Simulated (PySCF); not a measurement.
First hyperpolarisability: `C=CCl`, C2H3Cl

Geometry:
```tsv
atom	x (Å)	y (Å)	z (Å)
C1	-0.604	0.001	-0.425
C2	0.490	0.098	0.308
Cl3	1.431	-1.261	0.788
H4	-1.148	0.900	-0.690
H5	-0.982	-0.952	-0.773
H6	0.889	1.037	0.669
```

Level of theory: quadratic response CAM-B3LYP/aug-cc-pVTZ first hyperpolarisability, Taylor convention, gas phase (PySCF 2.14.0). Geometry: PBE0-D3(BJ)/def2-TZVP.

Problem. Give β for the processes computed.

Solution. In 10⁻³⁰ esu, Taylor convention; the vector part is βᵢ = ⅓ Σⱼ (βᵢⱼⱼ + βⱼᵢⱼ + βⱼⱼᵢ); β∥ is 3/5 of the vector part along the dipole, the dipole points from − to +:
| process | λ (nm) | β vector norm | β∥ | β HRS | depolarisation ratio |
| --- | --- | --- | --- | --- | --- |
| static β(0;0,0) | ∞ | 0.90 | -0.50 | 0.34 | 7.06 |
| second harmonic β(−2ω;ω,ω) | 1907 | 0.95 | -0.53 | 0.36 | 7.02 |
| Pockels β(−ω;ω,0) | 1907 | 0.91 | -0.51 | – | – |
| second harmonic β(−2ω;ω,ω) | 1064 | 1.09 | -0.61 | 0.42 | 6.91 |
| Pockels β(−ω;ω,0) | 1064 | 0.96 | -0.54 | – | – |

Problem. Which lowest excitations, dipole and polarisabilities go with it?

Solution. S1 6.64 eV (f = 0.010); S2 6.70 eV (f = 0.273); S3 6.89 eV (f = 0.000); dipole 1.46 D; isotropic α 41.0 au static, 41.1 au at 1907 nm, 41.4 au at 1064 nm, 41.5 au at 953.5 nm, 42.7 au at 532 nm.
